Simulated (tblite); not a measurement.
Trans vinyl isocyanate, C₃H₃NO.
Z-matrix (Å and degrees, GFN2-xTB geometry), rows numbered from 1:
```
C 
C   1  1.3250
N   2  1.3672  1  125.20
C   3  1.1915  2  147.16  1     0.08
O   4  1.1578  3  169.22  2   179.90
H   1  1.0741  2  120.66  3   179.98
H   1  1.0766  2  121.95  3    -0.03
H   2  1.0809  1  122.80  3  -179.98
```

Calculated harmonic vibrations of the isolated species, GFN2-xTB (tblite), most abundant isotopes, no scaling. This tight-binding method is rough: wavenumbers can miss measured ones by several per cent, in bad cases by 10 to 20. One conformer, not necessarily the lowest.

Harmonic wavenumbers (cm⁻¹): 131.6, 157.7, 463.0, 466.1, 545.7, 652.6, 850.2, 879.0, 991.0, 1060.0, 1276.0, 1376.5, 1540.8, 1675.0, 2499.3, 3070.0, 3117.1, 3158.0.

A = 25645, B = 2886, C = 2594 MHz; mass 69.021 u (most abundant isotopes); point group Cs, symmetry number 1.

Problem. What is the zero-point energy?

Solution. Half the sum of the wavenumbers: 11955 cm⁻¹ = 143.01 kJ/mol.

Problem. What is S at 298.15 K and 1 bar for an ideal gas of classical rigid rotors and harmonic oscillators?

Solution. Translation 161.67, rotation 104.31, vibration 35.50: S = 301.5 J/(mol K).

Problem. And Cp and H(298.15 K) − H(0)?

Solution. Cp = 78.16 J/(mol K), of which vibrations give 44.90 (their classical limit is 18 R = 149.7); H(298.15 K) − H(0) = 16.09 kJ/mol without the zero-point energy, 6.18 from vibrations.

Problem. Blend soft modes into free rotors: weight 1/[1 + (100 cm⁻¹/ν̃)⁴] for the oscillator and the rest for a rotor with moment μB/(μ + B), μ = h/(8π²ν), B = 10⁻⁴⁴ kg m². What vibrational entropy results?

Solution. 35.06 J/(mol K) in place of 35.50, which changes −T·S at 298.15 K by +0.13 kJ/mol.

Problem. Which modes carry the vibrational entropy at 298.15 K?

Solution. 131.6 cm⁻¹: 12.23; 157.7 cm⁻¹: 10.78; 463.0 cm⁻¹: 3.17; 466.1 cm⁻¹: 3.13; 545.7 cm⁻¹: 2.31; 652.6 cm⁻¹: 1.54 J/(mol K); the other 12 give 2.33 together.

Problem. What must be added to the electronic energy to get the Gibbs energy at 298.15 K and 1 bar?

Solution. ZPE + [H(298.15 K) − H(0)] − T·S = 143.01 + 16.09 − 89.88 = 69.22 kJ/mol.

Problem. How do the functions run with temperature in this model?

Solution. 
```csv
T (K),S (J/(mol K)),Cp (J/(mol K)),H − H(0) (kJ/mol),G − H(0) (kJ/mol),ln q(vib)
100,237.1,46.2,3.84,-19.87,0.28
200,273.7,61.9,9.21,-45.53,0.99
300,302.0,78.5,16.24,-74.35,1.79
500,348.7,105.4,34.79,-139.58,3.52
800,404.3,130.9,70.57,-252.90,6.08
1000,434.8,142.2,97.93,-336.88,7.69
```

q(vib) and H(0) count from the zero-point level.

Hindered rotation and anharmonicity are outside this model. Other conformers, if any are populated, would add a mixing term that is left out.
